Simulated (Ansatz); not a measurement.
# MoO3: geometry, orbitals and charge

What does MoO3 look like as a singlet, and where do its frontier electrons sit?

Program: Ansatz 0.2.0, Gaussian basis. Level of theory: RKS PBE0-D4/def2-TZVP. These are calculated values, not measurements.

The runs, in order: relaxation at r2SCAN-D4/def2-TZVP; a search for the lowest solution at PBE0-D4/def2-SVP; a single point at PBE0-D4/def2-TZVP.

1 further run of the same task is left out (set aside as unsound or not needed). Runs told in other sessions of the task aren't counted.

### 1 The starting structure

4 atoms, charge 0, spin multiplicity 1.

Atoms are counted from 1 here; the program's logs count them from 0.

Bond lengths: Mo1–O2 1.657 Å, Mo1–O3 1.657 Å, Mo1–O4 1.657 Å. Angles: O2–Mo1–O3 111.7°, O2–Mo1–O4 111.7°, O3–Mo1–O4 111.7°.

Formally the metal is d0. Mo takes a core potential in the def2 sets. No spin-orbit coupling is included.

The start is a GFN2-xTB geometry.

### 2 Optimising with r2SCAN-D4/def2-TZVP

in.yaml

```yaml
crystal:
  periodic: [false, false, false]
  atoms:
    - {symbol: Mo, position_ang: [-0.003380, 0.002270, 0.365370]}
    - {symbol: O, position_ang: [1.584390, -0.027100, -0.106970]}
    - {symbol: O, position_ang: [-0.767660, 1.383530, -0.137500]}
    - {symbol: O, position_ang: [-0.813340, -1.358700, -0.120900]}
basis:
  gaussian: {orbitals: def2-TZVP}
hamiltonian: {xc: r2scan, dispersion: d4}
scf: {lower_state_search: "off"}
output: {orbitals: {seedname: orbitals}}
relax: {f_tol: 0.02, max_steps: 100}
```

On the command line:

```sh
$ ansatz run in.yaml --threads 4 --pin off --events-out ev --progress --plain --max-ram 3916MiB
```

The log of the run (excerpt; [...] marks lines left out):

```text
Functional definition: r2SCAN
  name "r2SCAN"
  cite "Furness, Kaplan, Ning, Perdew & Sun, J. Phys. Chem. Lett. 11, 8208 (2020) doi:10.1021/acs.jpclett.0c02405"
  cite "Furness, Kaplan, Ning, Perdew & Sun, J. Phys. Chem. Lett. 11, 9248 (2020) doi:10.1021/acs.jpclett.0c03077"
  parent r2scan
[...]
761 factors; their error is unknown
[...]
mean field -7999.83716182 eV, -293.9885932126 hartree, gradient 2.8e-6 eV, S^2 0.000000; 0 other end points of the search recorded, 0 dependent functions left out
[...]
reference -7999.83718047 eV, -293.9885938980 hartree; 19, 19 occupied and 114, 114 virtual orbitals, 761 factors
relax step   1: F+E_penalty+E_count = -7999.85791105 eV  Δ(F+E_penalty+E_count) = +0.000e0 eV  max|allowed force component| = 3.426e0 eV/Å  Δτ_max = 0.0000 Å  (20 SCF iters, accepted)
[...]
relax step   2: F+E_penalty+E_count = -8000.09862014 eV  Δ(F+E_penalty+E_count) = -2.407e-1 eV  max|allowed force component| = 1.480e-1 eV/Å  Δτ_max = 0.0576 Å  (27 SCF iters, accepted)
[...]
relax step   3: F+E_penalty+E_count = -8000.09918279 eV  Δ(F+E_penalty+E_count) = -5.626e-4 eV  max|allowed force component| = 1.163e-2 eV/Å  Δτ_max = 0.0020 Å  (25 SCF iters, accepted)
Total energy: -8000.09920225 eV, -293.9982230207 hartree
Atom 0 at    -0.003911     0.002633     0.424154 Å, force     0.000077     0.000150     0.001270 eV/Å
Atom 1 at     1.609150    -0.027603    -0.126332 Å, force     0.011631    -0.000179    -0.000294 eV/Å
Atom 2 at    -0.779396     1.404918    -0.157340 Å, force    -0.005629     0.010167    -0.000520 eV/Å
Atom 3 at    -0.825833    -1.379948    -0.140482 Å, force    -0.006079    -0.010138    -0.000456 eV/Å
Dipole moment:    -0.009802     0.006575     1.059942 e Å
Checks for a lower state left out: stability, starts, cluster_reference, orbital_swaps, neighbouring_geometries, increment
```

Wall time 2.2 s (4 threads of AMD EPYC 9B45, shared host).

Step by step:

```csv
step,energy from step 1 (eV),largest force component (eV/Å)
1,0.0000,3.4265
2,-0.2407,0.1480
3,-0.2413,0.0116
```

Distances of close pairs at the start and the end, largest changes first:

```csv
bond,before (Å),after (Å),change (Å)
Mo1–O4,1.657,1.705,+0.048
Mo1–O3,1.657,1.705,+0.048
Mo1–O2,1.657,1.705,+0.048
```

Bonds by kind at the end (by distance):

```csv
bond,count,shortest (Å),longest (Å)
Mo–O,3,1.705,1.705
```

### 3 Searching for the lowest solution, PBE0-D4/def2-SVP

start.molden holds the orbitals of an earlier run on this state, given as this run's starting guess.

in.yaml

```yaml
crystal:
  periodic: [false, false, false]
  atoms:
    - {symbol: Mo, position_ang: [-0.003911, 0.002633, 0.424154]}
    - {symbol: O, position_ang: [1.609150, -0.027603, -0.126332]}
    - {symbol: O, position_ang: [-0.779396, 1.404918, -0.157340]}
    - {symbol: O, position_ang: [-0.825833, -1.379948, -0.140482]}
basis:
  gaussian: {orbitals: def2-SVP, initial_orbitals: start.molden}
hamiltonian: {xc: pbe0, dispersion: d4}
output: {orbitals: {seedname: orbitals}}
```

The command is unchanged.

The log of the run:

```text
Functional definition: PBE0
  name "PBE0"
  cite "Adamo & Barone, J. Chem. Phys. 110, 6158 (1999) doi:10.1063/1.478522"
  cite "Perdew, Burke & Ernzerhof, Phys. Rev. Lett. 77, 3865 (1996) doi:10.1103/PhysRevLett.77.3865"
  parent pbe
  parameter a = 0.25
  parameter kappa = 0.804
  parameter beta = 0.06672455060314922
  exchange = (1 - a)*pbe_x(kappa = kappa, mu = beta*pi^2/3) + a*exact_x
  correlation = pbe_c(beta = beta)
771 factors; their error is unknown
mean field evaluation 1: about -7986.0824 eV, gradient 9.6e0 eV
mean field evaluation 2: about -7986.2135 eV, gradient 1.4e-1 eV
mean field evaluation 4: about -7986.2606 eV, gradient 6.5e-4 eV
mean field evaluation 8: about -7965.3084 eV, gradient 1.1e2 eV
mean field evaluation 16: about -7986.2137 eV, gradient 5.6e-2 eV
mean field -7986.26060117 eV, -293.4896638110 hartree, gradient 1.1e-5 eV, S^2 0.000000; 1 other end points of the search recorded, 0 dependent functions left out
reference -7986.26064817 eV, -293.4896655384 hartree; 19, 19 occupied and 54, 54 virtual orbitals, 771 factors
Total energy: -7986.33971330 eV, -293.4925711282 hartree
```

Wall time 0.35 s (4 threads of AMD EPYC 9B45, shared host).

Report: HOMO -8.99 eV, LUMO -4.74 eV.

### 4 Single point, PBE0-D4/def2-TZVP

in.yaml: that of step 3 with these lines changed.

```diff
@@ -8,4 +8,5 @@
 basis:
-  gaussian: {orbitals: def2-SVP, initial_orbitals: start.molden}
+  gaussian: {orbitals: def2-TZVP, initial_orbitals: start.molden}
 hamiltonian: {xc: pbe0, dispersion: d4}
+scf: {omitted_lower_state_checks: [starts]}
 output: {orbitals: {seedname: orbitals}}
```

Same command.

The log of the run:

```text
Functional definition: PBE0
  name "PBE0"
  cite "Adamo & Barone, J. Chem. Phys. 110, 6158 (1999) doi:10.1063/1.478522"
  cite "Perdew, Burke & Ernzerhof, Phys. Rev. Lett. 77, 3865 (1996) doi:10.1103/PhysRevLett.77.3865"
  parent pbe
  parameter a = 0.25
  parameter kappa = 0.804
  parameter beta = 0.06672455060314922
  exchange = (1 - a)*pbe_x(kappa = kappa, mu = beta*pi^2/3) + a*exact_x
  correlation = pbe_c(beta = beta)
these checks for a lower state are left out or cut short: starts
831 factors; their error is unknown
mean field evaluation 1: about -7991.1232 eV, gradient 1.6e2 eV
mean field evaluation 2: about -7994.2366 eV, gradient 3.1e0 eV
mean field evaluation 4: about -7994.3456 eV, gradient 3.1e-1 eV
mean field evaluation 8: about -7994.3457 eV, gradient 1.2e-5 eV
mean field -7994.34573098 eV, -293.7867868512 hartree, gradient 1.2e-5 eV, S^2 0.000000; 0 other end points of the search recorded, 0 dependent functions left out
reference -7994.34577287 eV, -293.7867883908 hartree; 19, 19 occupied and 114, 114 virtual orbitals, 831 factors
Total energy: -7994.42483800 eV, -293.7896939806 hartree
Checks for a lower state left out: starts
```

Wall time 0.4 s (4 threads of AMD EPYC 9B45, shared host).

From the report: HOMO -9.03 eV, LUMO -4.75 eV.

Mulliken charges, from this run's orbitals:

```csv
atom,value (e)
Mo1,1.69
O2,-0.56
O3,-0.56
O4,-0.56
```

Largest Mayer bond orders: Mo1–O2 1.81; Mo1–O3 1.81; Mo1–O4 1.81; O2–O3 0.17; O2–O4 0.17; O3–O4 0.17.

### 5 Results

| quantity | value |
| --- | --- |
| point group | C3v |
| near neighbours of the metal | O 1.70, O 1.70, O 1.70 Å |
| HOMO, LUMO at PBE0-D4/def2-TZVP | -9.03, -4.75 eV |
| charge on the metal (Mulliken, PBE0-D4/def2-TZVP) | +1.69 e |
| dipole at r2SCAN-D4/def2-TZVP | 5.09 D |

In words: The molecule keeps its bonding pattern by the stored test; the atoms moved 0.04 Å (rms). The Mulliken charge of the metal, +1.69 e, depends on the basis and isn't its oxidation state. No usable vibrations, so a minimum isn't proven. Whether this spin is the lowest isn't tested here.
